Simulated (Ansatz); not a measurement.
Geometry optimisation, UKS PBE0/def2-SVP in Ansatz.

The input (input.yaml):

```yaml
crystal:
  periodic: [false, false, false]
  atoms:
    - { symbol: H, position_ang: [-0.8026, -0.9931, 0.801] }
    - { symbol: C, position_ang: [0.267, -0.3036, 0.2209] }
    - { symbol: C, position_ang: [0.0975, -0.4489, -1.2661] }
    - { symbol: C, position_ang: [0.1842, 1.1036, 0.7432] }
    - { symbol: H, position_ang: [-1.5509, -1.4656, 1.2217] }
    - { symbol: H, position_ang: [1.1231, -0.8521, 0.6082] }
    - { symbol: H, position_ang: [0.9184, 0.0434, -1.795] }
    - { symbol: H, position_ang: [0.0917, -1.4973, -1.5572] }
    - { symbol: H, position_ang: [-0.8331, 0.0101, -1.5968] }
    - { symbol: H, position_ang: [1.0245, 1.6992, 0.3754] }
    - { symbol: H, position_ang: [0.215, 1.1181, 1.8308] }
    - { symbol: H, position_ang: [-0.735, 1.5864, 0.4139] }
magnetization:
  spin_polarized: true
  initial_magnetization: 1
basis:
  gaussian: { orbitals: def2-SVP }
hamiltonian:
  xc: pbe0
relax:
  f_tol: 0.15
  max_steps: 25
  restrain:
    - { distance: [0, 4], at: 1.92, k: 30.0 }
    - { distance: [1, 0], at: 1.07, k: 30.0 }
```

Command:

```bash
$ ansatz run input.yaml --threads 2 --pin off --max-ram 3072MiB --backend cpu --events-out ev --progress --plain --runs-dir out
```

Where does it end, and by what steps?

The run converged. The restraints hold the end off the free minimum. After 5 steps the energy has fallen by 0.293 eV (the restraints' own energy left out); H5 moved furthest, 0.68 Å. Joined: H1–C2.

```
step  energy less start (eV)  largest force component (eV/Å)  accepted
   0                  0.0000                           0.550       yes
   1                 -0.1298                           1.545       yes
   2                 -0.0331                           3.232       yes
   3                 -0.2504                           0.624       yes
   4                 -0.2818                           0.690       yes
   5                 -0.2927                           0.462       yes
```

```xyz
12
Properties=species:S:1:pos:R:3
H -0.591 -0.869 0.694
C 0.226 -0.316 0.232
C 0.125 -0.430 -1.281
C 0.209 1.122 0.727
H -2.025 -1.838 1.533
H 1.151 -0.811 0.576
H 0.961 0.088 -1.778
H 0.141 -1.480 -1.613
H -0.809 0.022 -1.654
H 1.050 1.699 0.310
H 0.282 1.177 1.824
H -0.719 1.636 0.429
```

Run time: 15 s on 2 threads of Arm Neoverse V1, on a shared host, peak memory 0.2 GiB.
